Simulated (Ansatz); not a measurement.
A nudged elastic band was laid between two geometries of AlClH2 + H4Si (9 atoms, charge 0, multiplicity 1).

Method: Ansatz 0.2.0, RKS PBE0-D4/def2-SVP.

```json
{"movable images": "7", "climbing image": "yes", "spring": "5.0 eV/Å²", "optimiser": "quadratic models (default)", "start path": "through a guess of the saddle point", "force threshold": "0.03 eV/Å", "iteration limit": "60", "end points": "relaxed"}
```

Initial state:

```xyz
9
Properties=species:S:1:pos:R:3
Al -0.061 0.264 0.154
H 0.328 1.290 1.293
Cl 1.490 -0.310 -1.198
H -1.536 -0.092 -0.290
Si 0.642 -2.672 1.134
H 0.067 -3.115 -0.161
H 2.124 -2.618 1.132
H 0.116 -3.483 2.268
H 0.139 -1.265 1.425
```

Final state:

```xyz
9
Properties=species:S:1:pos:R:3
Al 0.095 -0.615 -0.188
H 0.000 0.748 1.641
Cl 1.689 0.515 -1.014
H -1.363 -0.066 -0.474
Si 0.608 -2.802 0.788
H -0.185 -3.887 0.128
H 2.061 -3.138 0.666
H 0.254 -2.820 2.247
H 0.149 0.065 1.961
```

**Question.** Which bonds break or form, and what moves?

**Answer.** Bonds broken: Al1–H2, Si5–H9. Bonds formed: Al1–Si5, H2–H9. AlClH2 + H4Si becomes AlClH4Si + H2.

**Question.** What energy profile does the band end with?

**Answer.** The run converged. The highest image is number 5 of 0 to 8, 30.3 kcal/mol above the first end and 24.4 kcal/mol above the last; the last end lies 6.0 kcal/mol above the first. A vibrational analysis at the climbing image gives 2 clearly imaginary modes (1147i, 79i cm⁻¹): a point of higher order, so a lower path passes nearby. The orbitals stay closed-shell, which can raise the energy where a bond breaks towards radicals; this wasn't checked here.

```csv
image,path coordinate (Å),energy (kcal/mol),Al1–H2 (Å),Si5–H9 (Å),Al1–Si5 (Å)
0,0.00,0.0,1.58,1.52,3.17
1,0.55,0.4,1.58,1.52,3.21
2,1.09,1.1,1.58,1.52,3.26
3,1.64,2.4,1.58,1.51,3.20
4,2.18,12.4,1.59,1.57,2.93
5,2.73,30.3,1.71,1.90,2.65
6,3.27,14.8,1.98,2.35,2.47
7,3.80,6.8,2.20,2.80,2.44
8,4.34,6.0,2.28,3.13,2.45
```

**Question.** What is the geometry of the highest image?

**Answer.** 
```xyz
9
Properties=species:S:1:pos:R:3:forces:R:3
Al 0.076 -0.174 -0.040 0.01 0.02 -0.01
H 0.024 0.359 1.586 0.01 -0.02 -0.02
Cl 1.841 0.484 -0.989 -0.02 -0.01 0.01
H -1.366 -0.218 -0.656 0.00 0.00 0.01
Si 0.550 -2.556 1.010 0.01 -0.01 0.00
H -0.458 -3.407 0.304 0.00 0.01 0.00
H 1.930 -2.888 0.544 0.00 0.00 0.00
H 0.454 -2.855 2.475 0.00 0.01 0.00
H 0.258 -0.744 1.523 -0.02 0.00 0.02
```

The run took 120 s on 2 threads of Arm Neoverse V1, on a shared host, peak memory 0.17 GiB.
